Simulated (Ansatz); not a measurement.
**TiH2, singlet in def2-TZVP: errors against full CI**

Geometry: a point of a stretch scan, not a stationary point.

```xyz
3

Ti    0.0000    0.0000   -0.0688
H     0.0000    0.0000   -1.7098
H     0.0000    0.0000    1.7786
```

Basis def2-TZVP; Ansatz 0.2.0. Correlated methods freeze the noble-gas cores, which leaves 6 electrons in 48 orbitals. Prefix R: restricted or restricted open-shell reference; prefix U: unrestricted. Active spaces: pair = (2e, 2o) about the gap; valence = (6e, 8o) chosen from the atoms' valence shells. No spin–orbit coupling is included, and no scalar relativity. The metal's outer-core shells are frozen, which leaves out core–valence correlation.

Full CI is exact within this basis and frozen core; it isn't the basis-set limit. The frozen core follows each run's orbitals, which can shift R against U totals by a few meV for light atoms and by up to 0.1 eV past Ca.

* UHF ⟨S²⟩: 0.994
* T1 diagnostic (RCCSD): 0.0177
* largest doubles amplitude (RCCSD): 0.168

```json
{"level": "RMP2", "E − E(RHF) (eV)": "-2.0126"}
{"level": "RCCSD", "E − E(RHF) (eV)": "-2.8835"}
{"level": "RCCSD(T)", "E − E(RHF) (eV)": "-3.0177"}
```

Q: Estimate how far full CI in def2-TZVP lies from RCCSD(T). The table doesn't fix it; the size of (T) and the diagnostics are the guide.

A: Full CI in def2-TZVP lies 3.69 kcal/mol below RCCSD(T), which is 119 % of the (T) step (-3.10 kcal/mol). More than one determinant leads, and the rest is a large part of (T). The miss exceeds 1 kcal/mol.

The other levels:

```
    level  E − E(full CI) (kcal/mol)  share of correlation (%)    wall time
     CISD                      12.01                     83.60        1.6 s
   RCCSDT                       0.71                     99.04            –
RCCSDT(Q)                       0.15                     99.80         12 s
  RCCSDTQ                       0.03                     99.96  13 s (H100)
```

The correlation energy at full CI, counted from RHF, is -3.178 eV. That run took 20 s on 2 threads of AMD EPYC 7R13 with a shared H100 80 GB, shared host over 74,939,666 determinants.

Run but not shown, since their state or frozen core can't be matched to the reference's or they repeat it: UHF, UMP2, UCCSD, UCCSD(T), UCCSDT, UCCSDT(Q), CASSCF (pair space), NEVPT2 (pair space), MRCISD (pair space), MRCISD+Q (pair space), CASSCF (valence space), NEVPT2 (valence space), MRCISD (valence space), MRCISD+Q (valence space).

Times hold each run's SCF and search for its determinant on a shared host, so for small cases they say little of a method's own cost; rows without a card ran on 1 thread of AMD EPYC 7R13.

Unrestricted levels hold only the spin's projection, and here they fall towards a lower state of higher spin.

The full-CI state has the irrep A1 of C2v, in the program's axes (one component, if the state is degenerate).

Natural occupations of full CI about the gap: 1.949 1.946 0.896 0.559 0.376 0.077 0.077 0.031 0.016 0.011; effectively unpaired electrons, Σ n²(2−n)², 2.07. No single determinant describes this state well, so single-reference rows can miss without a flag.
